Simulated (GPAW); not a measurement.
# C3HO (SMILES O=c1[c]c1): a chain of runs

We compute a structure relaxation (UPBE/real-space grid), then the harmonic vibrations (UPBE/real-space grid) of C3HO. 

The calculation is run with GPAW 26.7.0.

1 further run of the same task is left out (set aside as unsound or not needed). Runs told in other sessions of the task aren't counted.

### 1 The structure to begin with

C3HO: 5 atoms, total charge 0, spin state doublet. As SMILES, `O=c1[c]c1`. The coordinates come from a GFN2-xTB relaxation. The run starts from this shape.

Bond lengths: O1–C2 1.181 Å, C2–C3 1.431 Å, C2–C4 1.454 Å, C3–C4 1.339 Å, C4–H5 1.065 Å. Angles: O1–C2–C3 156.3°, O1–C2–C4 148.4°, C3–C2–C4 55.3°, C2–C3–C4 63.2°, C2–C4–C3 61.5°, C2–C4–H5 142.3°, C3–C4–H5 156.2°.

### 2 A structure relaxation at UPBE/real-space grid (scalar-relativistic datasets) (run 1)

Contents of calc.py:

```python
import numpy as np
from ase import Atoms
from ase.io import write
from ase.optimize import QuasiNewton
from ase.units import Bohr
from gpaw import GPAW
from gpaw.utilities.adjust_cell import adjust_cell

# Atomic positions
positions_bohr = np.array(
              [[ -0.490044,  -1.557588,   3.026888],
               [ -0.160211,  -0.995319,   0.891932],
               [  0.214805,  -1.422775,  -1.751946],
               [  0.174006,   0.987703,  -0.981297],
               [  0.261425,   2.987978,  -1.185557]])
atoms = Atoms('OCCCH', positions=positions_bohr * Bohr)
adjust_cell(atoms, 4.0, h=0.18)
atoms.set_initial_magnetic_moments([0.25, 0.25, 0.25, 0.25, 0.0])

# Calculator
calculator = GPAW(mode='fd',
                  h=0.18,
                  xc='PBE',
                  occupations={'name': 'fermi-dirac', 'width': 0.0, 'fixmagmom': True},
                  maxiter=100,
                  symmetry='off',
                  txt='-')
atoms.calc = calculator

opt = QuasiNewton(atoms, trajectory='mol.traj')
converged = opt.run(fmax=0.03, steps=40)
print('Converged:', converged)
print(f'Final energy            {atoms.get_potential_energy():.5f} eV')
print(f'r(C2-C1) = {atoms.get_distance(2, 1):.4f} Ang')
print(f'r(C3-C1): {atoms.get_distance(3, 1):.4f} Ang')
write('relaxed.xyz', atoms)
```

Run with:

```console
$ python calc.py > calc.log
```

The program printed:

```text
__  _  _
 | _ |_)|_||  |
 |__||  | ||/\| - 26.7.0

units:  Angstrom and eV
cores:  1
OpenMP: False

Versions:
  Python: 3.12.14
  ASE:    3.29.0
  Numpy:  2.5.5
  Scipy:  1.18.1
  Libxc:  7.0.0

        _gpaw.cpython-312-aarch64-linux-gnu.so

Input parameters:
  mode=FD(),
  h=0.18,
  maxiter=100,
  occupations=Occupations(name='fermi-dirac', width=0.0, fixmagmom=True),
  symmetry=Symmetry(point_group=False, time_reversal=False),
  xc=XC(name='PBE')

Diagonalizing LCAO Hamiltonian
Converting LCAO to fd mode
        .--------------------.
       /|                    |
      / |                    |
     /  |                    |
    /   |                    |
   /    |                    |
  /     |                    |
 *      |                    |
 |      |                    |
 |      |     O              |
 |      |     C H            |
 |      |      C             |
 |      |      C             |
 |      .--------------------.
 |     /                    /
 |    /                    /
 |   /                    /
 |  /                    /
 | /                    /
 |/                    /
 *--------------------*

Atoms  # Å, Bohr magnetons
|   | symbol |        x |        y |        z |    initial magnetic moments |
|---|--------|----------|----------|----------|-----------------------------|
| 0 |      O | 4.121170 | 4.197295 | 6.664425 | ( 0.0000,  0.0000,  0.2500) |
| 1 |      C | 4.295710 | 4.494835 | 5.534655 | ( 0.0000,  0.0000,  0.2500) |
| 2 |      C | 4.494160 | 4.268635 | 4.135575 | ( 0.0000,  0.0000,  0.2500) |
| 3 |      C | 4.472570 | 5.544205 | 4.543385 | ( 0.0000,  0.0000,  0.2500) |
| 4 |      H | 4.518830 | 6.602705 | 4.435295 | ( 0.0000,  0.0000,  0.0000) |

Unit cell  # Å
| periodic |        x |         y |         z |   lengths |    angles |
|----------|----------|-----------|-----------|-----------|-----------|
|       no | 8.640000 |  0.000000 |  0.000000 |  8.640000 | 90.000000 |
|       no | 0.000000 | 10.800000 |  0.000000 | 10.800000 | 90.000000 |
|       no | 0.000000 |  0.000000 | 10.800000 | 10.800000 | 90.000000 |

Number of symmetries: 1
Symmetry operations  # r_c * U_cc + t_c -> r_c
|   | kind |            matrix            |
|---|------|------------------------------|
| 0 |  E   |  1, 0, 0,  0, 1, 0,  0, 0, 1 |

BZ-sampling:
  Number of BZ points: 1
  Number of IBZ points: 1

  Monkhorst-Pack size: [1, 1, 1]
  Monkhorst-Pack shift: [0, 0, 0]

K-points  # in reciprocal-cell coordinates
|   |                                coordinates |     weight |
|---|--------------------------------------------|------------|
| 0 | (  0.00000000,   0.00000000,   0.00000000) | 1.00000000 |

Uniform wave function grid shape: (np.int64(47), np.int64(59), np.int64(59))
Spin-components: 2 (collinear spins)
Bands:           16
Projectors:      23
Spin-degeneracy: 1
Datatype:        float64

  Storage: CPU
  Wave functions: 41_883_392 bytes (41_883_392 per core)

Parallelization:
  kpt:    1
  domain: 1
  band:   1

Density:
  Valence electrons: 19.0
  Components: 2
  Grid points: [48 60 60]
  Charge: 0.0  # |e|

Potential:
  Grid points: [48 60 60]

species:
  O:
    name:    Oxygen
    Z:       8.0
    valence: 6
    core:    2
    charge:  0.0  # [|e|]
    file:    O.PBE.gz
    compensation charges:
      type: gauss
      rc: 0.21  # [Å]
      lmax: 2
    cutoffs:
      filter: 1.17  # [Å]
      core: 0.83  # [Å]
    projectors
    | kind |    occ | energy [eV] | rcut [Å] |
    |------|--------|-------------|----------|
    |   2s |  2.000 |     -23.961 |    0.688 |
    |   2p |  4.000 |      -9.029 |    0.598 |
    |    s |        |       3.251 |    0.688 |
    |    p |        |      18.182 |    0.598 |
    |    d |        |       0.000 |    0.619 |

    Using partial waves for O as LCAO basis

  C:
    name:    Carbon
    Z:       6.0
    valence: 4
    core:    2
    charge:  0.0  # [|e|]
    file:    C.PBE.gz
    compensation charges:
      type: gauss
      rc: 0.20  # [Å]
      lmax: 2
    cutoffs:
      filter: 1.14  # [Å]
      core: 1.14  # [Å]
    projectors
    | kind |    occ | energy [eV] | rcut [Å] |
    |------|--------|-------------|----------|
    |   2s |  2.000 |     -13.751 |    0.635 |
    |   2p |  2.000 |      -5.284 |    0.635 |
    |    s |        |      13.461 |    0.635 |
    |    p |        |      21.927 |    0.635 |
    |    d |        |       0.000 |    0.635 |

    Using partial waves for C as LCAO basis

  H:
    name:    Hydrogen
    Z:       1.0
    valence: 1
    core:    0
    charge:  0.0  # [|e|]
    file:    H.PBE.gz
    compensation charges:
      type: gauss
      rc: 0.15  # [Å]
      lmax: 2
    cutoffs:
      filter: 0.85  # [Å]
      core: 0.53  # [Å]
    projectors
    | kind |    occ | energy [eV] | rcut [Å] |
    |------|--------|-------------|----------|
    |   1s |  1.000 |      -6.494 |    0.476 |
    |    s |        |      20.717 |    0.476 |
    |    p |        |       0.000 |    0.476 |

    Using partial waves for H as LCAO basis

Reference energy: -5136.226810  # eV

eigensolver:
  PPCG
  Converge bands: occupied
  niter=2

density mixing:
  MSR1-Mixer
  Pratt-step length: 0.05
  Maximum mixing coefficient: 0.75
  Old densities: 10
  SVD Regularization: 0.005
  Good broyden scale: 1.0
  Trust region scale: 1.0
  Backstep threshold: 4.0
  History deletion threshold: 6.0
  Fourier metric: weight=20.0, sigma=0.015

occupation numbers:
  Fixed magnetic moment: 1.000
  # Zero width

FastPoissonSolver using
    Stencil: 6*3+1=19 point O(h^6) finite-difference Laplacian
    FFT axes: []
    FST axes: [np.int64(0), np.int64(1), np.int64(2)]

[... 6 lines left out ...]
convergence criteria:
- Maximum [total energy] change in last 3 cyles: 0.0005 eV / valence electron
[... 13 lines left out ...]
Converged in 17 steps
[... 12 lines left out ...]
  Free energy:     -33.221154
[... 2 lines left out ...]
dipole moment: (0.047651, 0.533929, -0.213682)  # |e|*Ang
[... 82 lines left out ...]
convergence criteria:
- Maximum [total energy] change in last 3 cyles: 0.0005 eV / valence electron
[... 13 lines left out ...]
Converged in 18 steps
[... 12 lines left out ...]
  Free energy:     -31.346971
[... 2 lines left out ...]
dipole moment: (0.075645, 0.603817, -0.391893)  # |e|*Ang
[... 80 lines left out ...]
convergence criteria:
- Maximum [total energy] change in last 3 cyles: 0.0005 eV / valence electron
[... 13 lines left out ...]
Converged in 17 steps
[... 12 lines left out ...]
  Free energy:     -33.240963
[... 2 lines left out ...]
dipole moment: (0.051996, 0.543131, -0.241545)  # |e|*Ang
[... 81 lines left out ...]
convergence criteria:
- Maximum [total energy] change in last 3 cyles: 0.0005 eV / valence electron
[... 13 lines left out ...]
Converged in 17 steps
[... 12 lines left out ...]
  Free energy:     -33.032145
[... 2 lines left out ...]
dipole moment: (0.039588, 0.522324, -0.164785)  # |e|*Ang
[... 80 lines left out ...]
convergence criteria:
- Maximum [total energy] change in last 3 cyles: 0.0005 eV / valence electron
[... 82 lines left out ...]
convergence criteria:
- Maximum [total energy] change in last 3 cyles: 0.0005 eV / valence electron
[... 13 lines left out ...]
Converged in 12 steps
[... 12 lines left out ...]
  Free energy:     -33.253461
[... 2 lines left out ...]
dipole moment: (0.049990, 0.534327, -0.228354)  # |e|*Ang
[... 81 lines left out ...]
convergence criteria:
- Maximum [total energy] change in last 3 cyles: 0.0005 eV / valence electron
[... 13 lines left out ...]
Converged in 10 steps
[... 12 lines left out ...]
  Free energy:     -33.253805
[... 2 lines left out ...]
dipole moment: (0.050503, 0.535306, -0.229286)  # |e|*Ang
[... 81 lines left out ...]
convergence criteria:
- Maximum [total energy] change in last 3 cyles: 0.0005 eV / valence electron
[... 13 lines left out ...]
Converged in 9 steps
[... 12 lines left out ...]
  Free energy:     -33.253822
[... 2 lines left out ...]
dipole moment: (0.051428, 0.535396, -0.230953)  # |e|*Ang
[... 78 lines left out ...]
Initialization done in: 0.840 s

convergence criteria:
- Maximum [total energy] change in last 3 cyles: 0.0005 eV / valence electron
- Maximum integral of absolute [dens]ity change: 0.0001 electrons / valence electron
- Maximum integral of absolute [eigenst]ate change: 4e-08 eV^2 / valence electron
maximum number of iterations: 100

SCF iterations
|iter     |     time |      energy | eigst |  dens |  magmom |
|---------|----------|-------------|-------|-------|---------|
|iter:   1| 00:06:10 |  -33.528655 | -1.68 |       |  +1.0015|
|iter:   2| 00:06:12 |  -33.514663 | -2.69 | -2.31 |  +1.0014|
|iter:   3| 00:06:14 |  -33.456368 | -2.81 | -2.38 |  +1.0011|
[... 7 lines of this table left out ...]
|iter:  11| 00:06:28 |  -33.253243c| -7.50c| -5.38c|  +1.0000|

Converged in 11 steps
SCF loop duration: 18.619 s (1.693 s/step)
Energy contributions relative to reference atoms: (reference = -5136.226810)

Energy contributions:
  Kinetic:          33.505942
  Coulomb:         -36.670656
  Zero:              0.741764
  External:          0.000000
  Xc:              -30.830293
  Entropy:           0.000000
  Spinorbit:         0.000000
  ----------------------------
  Free energy:     -33.253243
  Extrapolated:    -33.253243

dipole moment: (0.055191, 0.535754, -0.237552)  # |e|*Ang

Total magnetic moment: (0.000000, 0.000000, 1.000000)

Local magnetic moments
|        x |        y |        z |
|----------|----------|----------|
| 0.000000 | 0.000000 | 0.144702 |  # O    0
| 0.000000 | 0.000000 | 0.048725 |  # C    1
| 0.000000 | 0.000000 | 0.167582 |  # C    2
| 0.000000 | 0.000000 | 0.069583 |  # C    3
| 0.000000 | 0.000000 | 0.009524 |  # H    4

Fermi levels: -3.524, -5.271
Eigenvalues  # (at kpt = [0.000, 0.000, 0.000])
| band index |      eig [eV] | occ [0-1] |      eig [eV] | occ [0-1] |
|------------|---------------|-----------|---------------|-----------|
|          0 |       -27.448 |     1.000 |       -27.193 |     1.000 |
|        ... |               |           |               |           |
|          2 |       -15.351 |     1.000 |       -15.097 |     1.000 |
|          3 |       -13.286 |     1.000 |       -12.882 |     1.000 |
|          4 |       -12.078 |     1.000 |       -11.679 |     1.000 |
[... 10 lines of this table left out ...]
|         15 |         1.409 |     0.000 |         1.458 |     0.000 |

Gap: 2.386 eV
Transition (v -> c):
  (s=1, k=0, n=9, [0.00, 0.00, 0.00]) -> (s=0, k=0, n=10, [0.00, 0.00, 0.00])
No difference between direct/indirect transitions
vacuum-level: 0.000  # V

Forces  # eV/Ang
|        x |        y |        z |
|----------|----------|----------|
|  0.03236 |  0.06276 | -0.10943 |  # O    0
| -0.05144 | -0.00889 |  0.07506 |  # C    1
|  0.01370 | -0.02241 | -0.01310 |  # C    2
|  0.02161 |  0.03783 |  0.01744 |  # C    3
| -0.00604 | -0.09510 |  0.03762 |  # H    4

Force computation time: 0.064  # s
        .--------------------.
       /|                    |
      / |                    |
     /  |                    |
    /   |                    |
   /    |                    |
  /     |                    |
 *      |                    |
 |      |                    |
 |      |     O              |
 |      |     C H            |
 |      |      C             |
 |      |      C             |
 |      .--------------------.
 |     /                    /
 |    /                    /
 |   /                    /
 |  /                    /
 | /                    /
 |/                    /
 *--------------------*

Atoms  # Å, Bohr magnetons
|   | symbol |        x |        y |        z |    initial magnetic moments |
|---|--------|----------|----------|----------|-----------------------------|
| 0 |      O | 4.112456 | 4.191384 | 6.688131 | ( 0.0000,  0.0000,  0.1447) |
| 1 |      C | 4.292919 | 4.492327 | 5.541353 | ( 0.0000,  0.0000,  0.0487) |
| 2 |      C | 4.495682 | 4.270558 | 4.122462 | ( 0.0000,  0.0000,  0.1676) |
| 3 |      C | 4.473399 | 5.541108 | 4.553533 | ( 0.0000,  0.0000,  0.0696) |
| 4 |      H | 4.527193 | 6.619129 | 4.405737 | ( 0.0000,  0.0000,  0.0095) |

Unit cell  # Å
| periodic |        x |         y |         z |   lengths |    angles |
|----------|----------|-----------|-----------|-----------|-----------|
|       no | 8.640000 |  0.000000 |  0.000000 |  8.640000 | 90.000000 |
|       no | 0.000000 | 10.800000 |  0.000000 | 10.800000 | 90.000000 |
|       no | 0.000000 |  0.000000 | 10.800000 | 10.800000 | 90.000000 |

Initialization done in: 0.812 s

convergence criteria:
- Maximum [total energy] change in last 3 cyles: 0.0005 eV / valence electron
- Maximum integral of absolute [dens]ity change: 0.0001 electrons / valence electron
- Maximum integral of absolute [eigenst]ate change: 4e-08 eV^2 / valence electron
maximum number of iterations: 100

SCF iterations
|iter     |     time |      energy | eigst |  dens |  magmom |
|---------|----------|-------------|-------|-------|---------|
|iter:   1| 00:06:30 |  -33.001337 | -1.81 |       |  +0.9987|
|iter:   2| 00:06:31 |  -33.013802 | -2.83 | -2.38 |  +0.9988|
|iter:   3| 00:06:33 |  -33.066022 | -2.94 | -2.45 |  +0.9991|
[... 7 lines of this table left out ...]
|iter:  11| 00:06:47 |  -33.253902c| -7.48c| -5.42c|  +1.0000|

Converged in 11 steps
SCF loop duration: 17.973 s (1.634 s/step)
Energy contributions relative to reference atoms: (reference = -5136.226810)

Energy contributions:
  Kinetic:          33.836940
  Coulomb:         -36.928094
  Zero:              0.741422
  External:          0.000000
  Xc:              -30.904170
  Entropy:           0.000000
  Spinorbit:         0.000000
  ----------------------------
  Free energy:     -33.253902
  Extrapolated:    -33.253902

dipole moment: (0.051973, 0.535457, -0.231886)  # |e|*Ang

Total magnetic moment: (0.000000, 0.000000, 1.000000)

Local magnetic moments
|        x |        y |        z |
|----------|----------|----------|
| 0.000000 | 0.000000 | 0.145846 |  # O    0
| 0.000000 | 0.000000 | 0.049123 |  # C    1
| 0.000000 | 0.000000 | 0.166902 |  # C    2
| 0.000000 | 0.000000 | 0.069889 |  # C    3
| 0.000000 | 0.000000 | 0.009277 |  # H    4

Fermi levels: -3.519, -5.263
Eigenvalues  # (at kpt = [0.000, 0.000, 0.000])
| band index |      eig [eV] | occ [0-1] |      eig [eV] | occ [0-1] |
|------------|---------------|-----------|---------------|-----------|
|          0 |       -27.469 |     1.000 |       -27.213 |     1.000 |
|        ... |               |           |               |           |
|          2 |       -15.365 |     1.000 |       -15.110 |     1.000 |
|          3 |       -13.293 |     1.000 |       -12.888 |     1.000 |
|          4 |       -12.081 |     1.000 |       -11.681 |     1.000 |
[... 10 lines of this table left out ...]
|         15 |         1.411 |     0.000 |         1.459 |     0.000 |

Gap: 2.381 eV
Transition (v -> c):
  (s=1, k=0, n=9, [0.00, 0.00, 0.00]) -> (s=0, k=0, n=10, [0.00, 0.00, 0.00])
No difference between direct/indirect transitions
vacuum-level: 0.000  # V

Forces  # eV/Ang
|        x |        y |        z |
|----------|----------|----------|
|  0.00037 |  0.01795 | -0.00340 |  # O    0
| -0.00926 |  0.00567 |  0.00226 |  # C    1
|  0.00354 | -0.00802 | -0.00526 |  # C    2
|  0.00867 | -0.00414 |  0.00438 |  # C    3
|  0.00604 | -0.01799 | -0.00041 |  # H    4

Force computation time: 0.064  # s
BFGSLineSearch:    7[ 14] hh:mm:ss      -33.253902       0.0190
Converged: True
Final energy            -33.25390 eV
r(C2-C1) = 1.4504 Ang
r(C3-C1): 1.4520 Ang
```

Wall time 6.8 min (1 thread of Arm Neoverse V1, shared host); peak memory 0.67 GiB.

Steps, from the record of the run:

| step | energy from the first frame kept (eV) | largest force (eV/Å) |
| --- | --- | --- |
| 0 | 0.0000 | 1.6184 |
| 1 | -0.0198 | 0.9704 |
| 2 | -0.0308 | 0.2084 |
| 3 | -0.0317 | 0.1318 |
| 4 | -0.0322 | 0.0952 |
| 5 | -0.0323 | 0.0389 |
| 6 | -0.0327 | 0.0472 |
| 7 | -0.0327 | 0.0190 |

After the run. Bond lengths: O1–C2 1.199 Å, C2–C3 1.450 Å, C2–C4 1.452 Å, C3–C4 1.342 Å, C4–H5 1.089 Å. Angles: O1–C2–C3 156.7°, O1–C2–C4 148.3°, C3–C2–C4 55.1°, C2–C3–C4 62.5°, C2–C4–C3 62.4°, C2–C4–H5 144.4°, C3–C4–H5 153.2°.

(Part 1 of 2 ends here.)
